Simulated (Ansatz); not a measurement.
A displaced shape of singlet CHO₂(-):

```yaml
atoms:
  - { symbol: C, position_ang: [-0.0485, -0.0118, -0.3019] }
  - { symbol: O, position_ang: [0.0361, 1.1136, 0.2358] }
  - { symbol: O, position_ang: [0.0049, -1.0865, 0.1864] }
  - { symbol: H, position_ang: [0.0235, 0.0141, -1.4312] }
```

It was optimised with PBE0/def2-SVP in Ansatz (development build ahead of 0.2.0) to forces under 0.001 eV/Å, with restricted orbitals. Each step stands on the lowest determinant of that kind that the program's search found.

Q: What shape does it relax to, and how does the optimisation go?

A:

```xyz
4

C     0.0039    0.0068   -0.2917
O     0.0226    1.1314    0.2358
O    -0.0163   -1.1319    0.2044
H     0.0057    0.0231   -1.4593
```

Bond lengths: C1–O2 1.242 Å, C1–O3 1.242 Å, C1–H4 1.168 Å. Angles: O2–C1–O3 131.3°, O2–C1–H4 114.3°, O3–C1–H4 114.3°.

```tsv
step	E − E(start) (eV)	largest force (eV/Å)
1	0.0000	5.0997
2	0.1991	4.3278
3	-0.1748	1.7836
4	-0.2175	1.2657
5	-0.2228	0.7916
6	-0.2256	0.7552
7	-0.2280	0.6119
8	-0.2299	0.3902
9	-0.2314	0.2837
10	-0.2330	0.1695
11	-0.2326	0.1632
12	-0.2333	0.0186
13	-0.2333	0.0085
14	-0.2333	0.0040
15	-0.2333	0.0013
16	-0.2333	0.0002
```

The optimisation ended after 16 steps with its threshold met. Caution: no diffuse functions for an anion.
